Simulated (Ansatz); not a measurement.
For SnSe (Pnma, No. 62), PBE-D4 (PAW; Ansatz, an electronic-structure program) gives:

| Item | Result |
|---|---|
| volume per atom | 26.30 Å³/atom |
| formation enthalpy | -0.459 eV/atom |

Question: What does r²SCAN+rVV10 (PAW; Ansatz) give for the same quantities?

Answer: 
- equilibrium volume per atom: 27.18 Å³/atom (goes up by 3.3 %)
- formation enthalpy: -0.514 eV/atom (moves by -0.055 eV/atom)

For comparison: equilibrium volume per atom 26.41 Å³/atom (measured, temperature not stated, no zero-point or thermal correction, from a published cell, pressure not stated; as tabulated in Journal of Physics and Chemistry of Solids 47, 879 (1986)).

Changes are worked out from the printed values.

Unless a cell is named, each level is at its own relaxed cell (PBE-D4 26.30, r²SCAN+rVV10 27.18 Å³/atom).

Levels without +SOC leave out spin–orbit coupling, which shifts energies and cells of such heavy elements.

Caveats: a distance lies near a switch of the dispersion term, which can move the cell (PBE-D4). Ansatz's density-functional and Hartree–Fock values are scalar-relativistic unless marked +SOC, with PAW data made under PBE.
